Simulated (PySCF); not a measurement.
# One shape, several levels: C4H9F (SMILES CC(C)CF)

Wanted: a comparison of 6 runs (HF/STO-3G, HF/def2-SVP, B3LYP/6-31G*, PBE0/def2-SVP, TPSSh/def2-SVPD) of C4H9F. The job is set up through a Python script.

Program for the calculation: PySCF 2.14.0.

1 further run of the same task is left out (it didn't finish).

### 1 Starting point

C4H9F has 14 atoms, charge 0, and is taken as a singlet. As SMILES, `CC(C)CF`. Geometry: relaxed at PBE0-D4/def2-TZVP. This is one conformer, not always the lowest.

Bond lengths: C1–C2 1.522 Å, C2–C3 1.522 Å, C2–C4 1.513 Å, C4–F5 1.388 Å, C1–H6 1.092 Å, C1–H7 1.092 Å, C1–H8 1.093 Å, C2–H9 1.099 Å, C3–H10 1.092 Å, C3–H11 1.093 Å, C3–H12 1.092 Å, C4–H13 1.095 Å, C4–H14 1.095 Å. Some angles: C1–C2–C3 111.7°, C1–C2–C4 111.3°, C3–C2–C4 111.3°, C2–C4–F5 110.8°, C1–C2–H9 108.5°, C3–C2–H9 108.6°, C4–C2–H9 105.2°, C2–C1–H6 110.6°, C2–C1–H7 110.9°, C2–C1–H8 111.5°.

### 2 Energy and forces at HF/STO-3G (run 1)

job.py

```python
import pyscf.grad
from pyscf import gto, scf

mol = gto.M(
    atom='''
C     -1.836625     1.619873     1.248731
C     -0.300277    -0.637216     0.343552
C      2.450219    -0.447298     1.163126
C     -0.518352    -0.972075    -2.487824
F      0.461282     1.107191    -3.749595
H     -1.119852     3.367681     0.416307
H     -1.730800     1.804877     3.301918
H     -3.827262     1.437704     0.727356
H     -1.115883    -2.361969     1.161615
H      3.345004     1.213582     0.325222
H      3.528686    -2.110824     0.582414
H      2.595539    -0.279113     3.215180
H      0.539139    -2.631822    -3.126741
H     -2.495383    -1.165583    -3.066459
''',
    basis='sto-3g',
    max_memory=1860,
    unit='bohr',
    verbose=3,
)

myscf = scf.RHF(mol)
myscf.conv_tol = 1e-10
myscf.kernel()
if not myscf.converged:
    myscf = myscf.newton().run(myscf.mo_coeff, myscf.mo_occ)

e_final = myscf.e_tot
print(f'total energy: {e_final:.8f} hartree')
grad = myscf.Gradients().kernel()
myscf.analyze()
```

Launch:

```sh
$ OMP_NUM_THREADS=1 python job.py
```

Output:

```text
converged SCF energy = -252.911103050647
total energy: -252.91110305 hartree
--------------- RHF gradients ---------------
         x                y                z
0 C     0.0124764317    -0.0206110666    -0.0079416101
1 C     0.0122708554     0.0261598036    -0.0231469542
2 C    -0.0241813279    -0.0028917279    -0.0071584255
3 C    -0.0045117446    -0.0107830033     0.0376661551
4 F    -0.0023252701    -0.0049055803     0.0018997282
5 H     0.0018602386     0.0048091393    -0.0019792648
6 H     0.0000165141     0.0010418655     0.0057757639
7 H    -0.0064693752     0.0006761891    -0.0011082517
8 H    -0.0032696013    -0.0067106270    -0.0010659953
9 H     0.0025262797     0.0044538685    -0.0019942492
10 H     0.0045006091    -0.0046326273    -0.0013191124
11 H     0.0009868872     0.0005712969     0.0056826231
12 H     0.0025909079     0.0066251365    -0.0026502704
13 H     0.0035285953     0.0061973330    -0.0026601368
----------------------------------------------
**** MO energy ****
MO #1   energy= -25.9052976330714  occ= 2
MO #2   energy= -11.1042560778886  occ= 2
MO #3   energy= -11.0585286470392  occ= 2
MO #4   energy= -11.0372034845923  occ= 2
MO #5   energy= -11.0371246576856  occ= 2
MO #6   energy= -1.47128914209872  occ= 2
MO #7   energy= -1.04928820267692  occ= 2
MO #8   energy= -0.898131466559951 occ= 2
MO #9   energy= -0.884743553051296 occ= 2
MO #10  energy= -0.734496706131971 occ= 2
MO #11  energy= -0.625426900046935 occ= 2
MO #12  energy= -0.614970217934276 occ= 2
MO #13  energy= -0.57462327525116  occ= 2
MO #14  energy= -0.52213564827021  occ= 2
MO #15  energy= -0.519394784972197 occ= 2
MO #16  energy= -0.502954546107253 occ= 2
MO #17  energy= -0.488874380945241 occ= 2
MO #18  energy= -0.446840470068795 occ= 2
MO #19  energy= -0.433878212887479 occ= 2
MO #20  energy= -0.399091276370185 occ= 2
MO #21  energy= -0.387709962348833 occ= 2
MO #22  energy= 0.553590395543435  occ= 0
MO #23  energy= 0.611570814711374  occ= 0
MO #24  energy= 0.615593870754111  occ= 0
MO #25  energy= 0.640716537434549  occ= 0
MO #26  energy= 0.694017305312347  occ= 0
MO #27  energy= 0.707240873106539  occ= 0
MO #28  energy= 0.736532732233453  occ= 0
MO #29  energy= 0.742886632906519  occ= 0
MO #30  energy= 0.760317654419971  occ= 0
MO #31  energy= 0.764903210776547  occ= 0
MO #32  energy= 0.795369086925916  occ= 0
MO #33  energy= 0.7966023638276    occ= 0
MO #34  energy= 0.809233940357834  occ= 0
 ** Mulliken atomic charges  **
charge of    0C =     -0.10185
charge of    1C =      0.00186
charge of    2C =     -0.10187
charge of    3C =      0.05708
charge of    4F =     -0.13020
charge of    5H =      0.03569
charge of    6H =      0.03254
charge of    7H =      0.03123
charge of    8H =      0.02662
charge of    9H =      0.03572
charge of   10H =      0.03124
charge of   11H =      0.03256
charge of   12H =      0.02468
charge of   13H =      0.02470
Dipole moment(X, Y, Z, Debye): -0.39924, -0.85660,  0.73467
```

Run time: 5.4 s. Hardware: 1 thread of Intel Xeon at 2.50GHz (Skylake/Cascade Lake), shared host; peak memory 0.12 GiB.

### 3 Energy and gradient at HF/def2-SVP (run 2)

input.py

```python
import pyscf.grad
from pyscf import gto, scf

molecule = gto.M(
    atom=[
    ('C', (-0.971900, 0.857200, 0.660800)),
    ('C', (-0.158900, -0.337200, 0.181800)),
    ('C', (1.296600, -0.236700, 0.615500)),
    ('C', (-0.274300, -0.514400, -1.316500)),
    ('F', (0.244100, 0.585900, -1.984200)),
    ('H', (-0.592600, 1.782100, 0.220300)),
    ('H', (-0.915900, 0.955100, 1.747300)),
    ('H', (-2.025300, 0.760800, 0.384900)),
    ('H', (-0.590500, -1.249900, 0.614700)),
    ('H', (1.770100, 0.642200, 0.172100)),
    ('H', (1.867300, -1.117000, 0.308200)),
    ('H', (1.373500, -0.147700, 1.701400)),
    ('H', (0.285300, -1.392700, -1.654600)),
    ('H', (-1.320500, -0.616800, -1.622700)),
],
    max_memory=1860,
    charge=0,
    basis='def2-svp',
    verbose=3,
)

myscf = scf.RHF(molecule)
myscf.conv_tol = 1e-10
myscf.kernel()
if not myscf.converged:
    myscf = myscf.newton().run(myscf.mo_coeff, myscf.mo_occ)

e_tot = myscf.e_tot
print(f'total energy: {e_tot:.8f} hartree')
grad = myscf.Gradients().kernel()
myscf.analyze()
```

Launch:

```sh
$ OMP_NUM_THREADS=1 python input.py
```

Output:

```text
converged SCF energy = -255.959366275964
[... 12 lines left out ...]
MO #3   energy= -11.2345423928025  occ= 2
[... 13 lines left out ...]
MO #17  energy= -0.53653157219316  occ= 2
[... 13 lines left out ...]
MO #31  energy= 0.321062065059755  occ= 0
[... 13 lines left out ...]
MO #45  energy= 0.868260466348781  occ= 0
[... 13 lines left out ...]
MO #59  energy= 1.29064847730065   occ= 0
[... 13 lines left out ...]
MO #73  energy= 2.01150038635008   occ= 0
[... 13 lines left out ...]
MO #87  energy= 2.29164463596024   occ= 0
[... 13 lines left out ...]
MO #101 energy= 2.99438218383874   occ= 0
[... 13 lines left out ...]
MO #115 energy= 4.2137758711542    occ= 0
[... 15 lines left out ...]
Dipole moment(X, Y, Z, Debye): -0.69074, -1.47781,  1.17659
```

Run time: 36 s. Hardware: 1 thread of Intel Xeon at 2.50GHz (Skylake/Cascade Lake), shared host; peak memory 0.28 GiB.

Runs 3 to 4 aren't shown in full; the table further down has their settings and results.

### 4 Energy and forces at PBE0/def2-SVP (run 5)

calc.py

```python
import pyscf.grad
from pyscf import gto, dft

mol = gto.M(
    atom=[
    ('C', (-0.971900, 0.857200, 0.660800)),
    ('C', (-0.158900, -0.337200, 0.181800)),
    ('C', (1.296600, -0.236700, 0.615500)),
    ('C', (-0.274300, -0.514400, -1.316500)),
    ('F', (0.244100, 0.585900, -1.984200)),
    ('H', (-0.592600, 1.782100, 0.220300)),
    ('H', (-0.915900, 0.955100, 1.747300)),
    ('H', (-2.025300, 0.760800, 0.384900)),
    ('H', (-0.590500, -1.249900, 0.614700)),
    ('H', (1.770100, 0.642200, 0.172100)),
    ('H', (1.867300, -1.117000, 0.308200)),
    ('H', (1.373500, -0.147700, 1.701400)),
    ('H', (0.285300, -1.392700, -1.654600)),
    ('H', (-1.320500, -0.616800, -1.622700)),
],
    basis='def2-svp',
    max_memory=1860,
    spin=0,
    verbose=3,
)

mf = dft.RKS(mol, xc='pbe0')
mf.grids.level = 5
mf.conv_tol = 1e-10
mf.kernel()
if not mf.converged:
    mf = mf.newton().run(mf.mo_coeff, mf.mo_occ)

e_final = mf.e_tot
print('E(%s) = %.9f' % ('PBE0', e_final))
grad = mf.Gradients().kernel()
mf.analyze()
```

Launch:

```sh
$ OMP_NUM_THREADS=1 python calc.py
```

Output:

```text
converged SCF energy = -257.205267742564
[... 12 lines left out ...]
MO #3   energy= -10.2403483447399  occ= 2
[... 13 lines left out ...]
MO #17  energy= -0.391912100096776 occ= 2
[... 13 lines left out ...]
MO #31  energy= 0.196161622884186  occ= 0
[... 13 lines left out ...]
MO #45  energy= 0.655243389553197  occ= 0
[... 13 lines left out ...]
MO #59  energy= 1.06709724016528   occ= 0
[... 13 lines left out ...]
MO #73  energy= 1.73561892795143   occ= 0
[... 13 lines left out ...]
MO #87  energy= 1.99611049197764   occ= 0
[... 13 lines left out ...]
MO #101 energy= 2.67038716832121   occ= 0
[... 13 lines left out ...]
MO #115 energy= 3.80381117641676   occ= 0
[... 15 lines left out ...]
Dipole moment(X, Y, Z, Debye): -0.57855, -1.23924,  1.02015
```

It took 2.1 min on 1 thread of Intel Xeon at 2.50GHz (Skylake/Cascade Lake), shared host; peak memory 1.2 GiB.

### 5 Energy and forces at TPSSh/def2-SVPD (run 6)

Changes to input.py since step 3:

```diff
@@ -1,5 +1,5 @@
 import pyscf.grad
-from pyscf import gto, scf
+from pyscf import gto, dft
 
-molecule = gto.M(
+system = gto.M(
     atom=[
@@ -22,8 +22,10 @@
     charge=0,
-    basis='def2-svp',
     verbose=3,
+    basis='def2-svpd',
+    spin=0,
 )
 
-myscf = scf.RHF(molecule)
+myscf = dft.RKS(system, xc='tpssh')
 myscf.conv_tol = 1e-10
+myscf.grids.level = 5
 myscf.kernel()
@@ -32,4 +34,4 @@
 
-e_tot = myscf.e_tot
-print(f'total energy: {e_tot:.8f} hartree')
+etot = myscf.e_tot
+print(f'total energy: {etot:.8f} hartree')
 grad = myscf.Gradients().kernel()
```

Launch:

```sh
$ OMP_NUM_THREADS=1 python input.py
```

Output:

```text
converged SCF energy = -257.528263790163
[... 16 lines left out ...]
MO #7   energy= -0.785919537353733 occ= 2
[... 20 lines left out ...]
MO #28  energy= 0.0961329626261902 occ= 0
[... 20 lines left out ...]
MO #49  energy= 0.313966352043249  occ= 0
[... 20 lines left out ...]
MO #70  energy= 0.484958935218143  occ= 0
[... 20 lines left out ...]
MO #91  energy= 0.780285599065557  occ= 0
[... 20 lines left out ...]
MO #112 energy= 1.22730990597429   occ= 0
[... 20 lines left out ...]
MO #133 energy= 1.90778128925288   occ= 0
[... 20 lines left out ...]
MO #154 energy= 2.5242529145941    occ= 0
[... 20 lines left out ...]
MO #175 energy= 3.9438714713824    occ= 0
[... 15 lines left out ...]
Dipole moment(X, Y, Z, Debye): -0.60936, -1.30780,  1.13142
```

Run time: 5.5 min. Hardware: 1 thread of Intel Xeon at 2.50GHz (Skylake/Cascade Lake), shared host; peak memory 2.4 GiB.

### 6 All runs side by side

```
run                               level  integration grid  Cartesian functions  energy (Eh)  dipole moment (D)  HOMO energy (eV)  LUMO energy (eV)  wall time
  1                           HF/STO-3G                 –                   no  -252.911103               1.20            -10.55             15.06      5.4 s
  2                         HF/def2-SVP                 –                   no  -255.959366               2.01            -12.85              4.56       36 s
  3  B3LYP/6-31G* (spherical functions)                 5                   no  -257.681430               1.58             -8.48              2.26       83 s
  4  B3LYP/6-31G* (Cartesian functions)                 5                  yes  -257.685340               1.58             -8.49              2.26       83 s
  5                       PBE0/def2-SVP                 5                   no  -257.205268               1.71             -8.96              1.67    2.1 min
  6                     TPSSh/def2-SVPD                 5                   no  -257.528264               1.83             -8.30              0.43    5.5 min
```

### 7 Summary of results

| quantity | value |
| --- | --- |
| run 6: total energy | -257.52826 Eh |
| run 6: dipole moment | 1.83 D |
| run 6: HOMO energy | -8.30 eV |
| run 6: LUMO energy | 0.43 eV |
| run 6: HOMO–LUMO gap | 8.73 eV |
| run 6: largest force on an atom | 0.505 eV/Å |

The dipole moment (its size) runs from 1.20 D (HF/STO-3G) to 2.01 D (HF/def2-SVP). The HOMO–LUMO gap runs from 8.73 eV (TPSSh/def2-SVPD) to 25.61 eV (HF/STO-3G). The two ends differ in method and basis. Totals of different functionals can't be ranked against each other. In run 1 the basis is minimal, so the values are rough. All runs together took 11 min, the longest 5.5 min.
